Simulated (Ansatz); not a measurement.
# NaH2+ (triplet): wave-function methods side by side at a displaced geometry (v2), cc-pVQZ

One table from this session's results is given with a row withheld; the runs are named, their logs left out.

Program: Ansatz 0.2.0, Gaussian basis. Level of theory: cc-pVQZ, core rule «outside noble gas», up to 5 orbitals frozen. These are calculated values, not measurements.

To be run: UHF; CCSD(T) on ROHF; CCSD(T) on UHF.

23 further runs of the same task are left out: 4 for a known fault of the program, 10 that didn't finish, 9 set aside as unsound or not needed. Runs told in other sessions of the task aren't counted.

**The geometry**

The geometry is a PBE0/def2-TZVP stationary point (not a proven minimum) with its atoms shifted at random (size 0.100 Å).

3 atoms, charge 1, spin multiplicity 3.

Atoms are counted from 1 here; the program's logs count them from 0.

No contacts short enough for the rule that draws bonds.

Set-up of the first run:

in.yaml reads:

```yaml
crystal:
  periodic: [false, false, false]
  atoms:
    - {symbol: Na, position_ang: [0.084376, 0.005225, -0.005002]}
    - {symbol: H, position_ang: [-0.080498, 0.013599, -2.620809]}
    - {symbol: H, position_ang: [-0.003878, -0.018825, 2.625811]}
basis:
  gaussian: {orbitals: cc-pVQZ}
total_charge: 1
magnetization: {spin_polarized: true, initial_magnetization: 2}
hamiltonian: {xc: hf}
output: {orbitals: {seedname: orbitals}}
```

Launch:

```sh
ansatz run in.yaml --threads 1 --pin off --events-out ev --progress --plain --max-ram 2393MiB
```

Among the steps run: UHF; CCSD(T) on ROHF; CCSD(T) on UHF.

One table of the session follows, with a row left open; its other results are not shown here.

It belongs to the step «Misses and costs». 

```
  method  from RCCSD(T) (kcal/mol)
    ROHF                    +0.009
     UHF                    +0.009
    RMP2                    +0.004
    UMP2                         ?
   RCCSD                     0.000
   UCCSD                    -0.001
RCCSD(T)                         0
UCCSD(T)                    -0.001
```

**Question.** Estimate the row for UMP2.

The run gave: from RCCSD(T) (kcal/mol): +0.003. In the column «from RCCSD(T) (kcal/mol)» it lies between RCCSD(T) (0) and RMP2 (+0.004).

To keep in mind: Restricted and unrestricted rows rest on different reference determinants; a gap between their highest levels can come from leftover correlation error, from unlike frozen cores or from another state.
